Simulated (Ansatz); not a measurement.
**The cluster TlH2: structure and electronic state**

What does the cluster TlH2 look like as a doublet, and where do its frontier electrons sit?

Method: UKS PBE0-D4/def2-TZVP; program: Ansatz 0.2.0, Gaussian basis.

Plan: relaxation at r2SCAN-D4/def2-TZVP; a single point at PBE0-D4/def2-TZVP.

1 further run of the same task is left out (set aside as unsound or not needed).

## Step 1: The starting structure

3 atoms, charge 0, spin multiplicity 2.

Atoms are counted from 1 here; the program's logs count them from 0.

Bond lengths: Tl1–H2 1.894 Å, Tl1–H3 1.894 Å. Angles: H2–Tl1–H3 105.8°.

As a file:

```xyz
3
charge 0, multiplicity 2
Tl    0.5573   -0.5037   -0.1251
H    -0.5914   -0.4210    1.3785
H     0.0340    0.9247   -1.2534
```

Tl takes a core potential in the def2 sets. No spin-orbit coupling is included.

The start is a GFN1-xTB geometry.

## Step 2: Optimising with r2SCAN-D4/def2-TZVP

in.yaml reads:

```yaml
crystal:
  periodic: [false, false, false]
  atoms:
    - {symbol: Tl, position_ang: [0.557330, -0.503690, -0.125080]}
    - {symbol: H, position_ang: [-0.591350, -0.421050, 1.378490]}
    - {symbol: H, position_ang: [0.034020, 0.924740, -1.253410]}
basis:
  gaussian: {orbitals: def2-TZVP}
magnetization: {spin_polarized: true, initial_magnetization: 1}
hamiltonian: {xc: r2scan, dispersion: d4}
scf: {omitted_lower_state_checks: [starts]}
output: {orbitals: {seedname: orbitals}}
relax: {f_tol: 0.02, max_steps: 100}
```

The run is started by

```
ansatz run in.yaml --threads 4 --pin off --events-out ev --progress --plain --max-ram 3916MiB
```

The runs that follow: Single point, PBE0-D4/def2-TZVP.

Before running them: what should the planned runs give, taken together? Wanted: point group; commonest bond; HOMO, LUMO at PBE0-D4/def2-TZVP; ⟨S²⟩; dipole at r2SCAN-D4/def2-TZVP.

The runs gave:

| quantity | value |
| --- | --- |
| point group | C2v |
| commonest bond | H–Tl, 2 of mean length 1.801 Å |
| HOMO, LUMO at PBE0-D4/def2-TZVP (over both spins) | -5.41, -2.72 eV |
| ⟨S²⟩ | 0.755 |
| dipole at r2SCAN-D4/def2-TZVP | 0.41 D |

**Reading.** The molecule keeps its bonding pattern by the stored test; the atoms moved 0.16 Å (rms), and the angle H2–Tl1–H3 went from 106° to 125°. No usable vibrations, so a minimum isn't proven. Whether this spin is the lowest isn't tested here.
